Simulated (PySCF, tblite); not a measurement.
# Complex of aluminium trifluoride and hydrogen sulfide

A gas-phase complex of aluminium trifluoride and hydrogen sulfide; neutral, singlet. The structure comes from a short search (6 tight-binding starts) and was optimised by PBE0-D3(BJ)/def2-SVPD; another way of binding may lie lower.

This structure isn't a minimum: the optimisation stopped short of the minimum along a soft mode, which is imaginary here (29i cm⁻¹ by PBE0-D3(BJ)/def2-SVPD), and forces of up to 0.021 eV/Å are left. All values below rest on it.

```json
{"part": "1", "name": "aluminium trifluoride", "SMILES": "[F][Al]([F])[F]", "atoms": "1–4", "charge": "0", "multiplicity": "1"}
{"part": "2", "name": "hydrogen sulfide", "SMILES": "S", "atoms": "5–7", "charge": "0", "multiplicity": "1"}
```

Coordinates in Å:
```
F1     -0.473   -0.043   -1.449
Al2    -0.307    0.099    0.206
F3      0.177   -1.253    1.069
F4      0.106    1.598    0.830
S5     -2.667    0.078    0.921
H6     -2.406   -0.616    2.055
H7     -2.598    1.278    1.547
```

```csv
contact,kind (by geometry),distance (Å),angle (°)
Al2···S5,bond,2.466,-
```

The parts are joined by the bond Al2–S5, so these are energies of forming such bonds; deforming the relaxed parts to their shape in the adduct costs 5.3 kcal/mol, which the interaction energies leave out.

Interaction energies are complex less parts, with the parts frozen as they stand in it; counterpoise-corrected, in kcal/mol (PySCF). The CCSD(T) estimate is Hartree-Fock/aug-cc-pVQZ, plus the MP2 correlation part extrapolated as X⁻³ from aug-cc-pVTZ and aug-cc-pVQZ, plus CCSD(T) less MP2 in aug-cc-pVDZ; noble-gas cores are frozen. It isn't the exact limit.

| level | interaction | superposition error removed |
| --- | --- | --- |
| Hartree-Fock/aug-cc-pVQZ | -22.18 | - |
| wB97M-D3(BJ)/def2-TZVPD | -24.74 | -0.34 |
| PBE0-D3(BJ)/def2-TZVPD | -26.84 | -0.33 |
| MP2/aug-cc-pVQZ | -24.00 | -0.55 |

Question: What does CCSD(T) at its estimated basis limit give, and which of these levels comes nearest?

Answer: -24.60 kcal/mol. wB97M-D3(BJ)/def2-TZVPD is nearest, off by -0.14; the errors are Hartree-Fock/aug-cc-pVQZ +2.42, wB97M-D3(BJ)/def2-TZVPD -0.14, PBE0-D3(BJ)/def2-TZVPD -2.24, MP2/aug-cc-pVQZ +0.60.

Question: What holds them together? Decompose the wB97M-D3(BJ)/def2-TZVPD energy: frozen parts, their antisymmetrised product, then relaxation.

Answer: electrostatic -33.9, Pauli repulsion +37.5, orbital relaxation -26.9, dispersion correction -1.8 kcal/mol, which sum to the value before the counterpoise correction; the Pauli term holds the exchange-correlation of the frozen density too. Of the attraction, 54 % is electrostatic, 43 % is orbital relaxation, 3 % is dispersion correction.

The parts were also relaxed and run alone, at the levels used for the complex: shieldings by PBE0/pcSseg-2; core levels by delta-SCF with SCAN, pcX-2 on the ionised atom and pcseg-1 elsewhere, spin-free X2C (2p3/2 is the spin-free 2p value less a third of a first-order spin-orbit splitting).

Question: How do these values change when the complex forms?

Answer: 
```json
{"property": "shielding of Al2 (ppm)", "alone": "507.1", "in the complex": "512.3", "change": "+5.2"}
{"property": "shielding of S5 (ppm)", "alone": "704.4", "in the complex": "675.1", "change": "-29.3"}
{"property": "F1 1s core level (eV)", "alone": "693.01", "in the complex": "691.64", "change": "-1.37"}
{"property": "Al2 2p3/2 core level (eV)", "alone": "83.70", "in the complex": "81.73", "change": "-1.97"}
{"property": "S5 2p3/2 core level (eV)", "alone": "170.38", "in the complex": "172.63", "change": "+2.25"}
```

The 6 runs behind this took 18 min in all, one thread each of Arm Neoverse V2 on a shared host, launched as `OMP_NUM_THREADS=1 python cluster_run.py task.json out`.
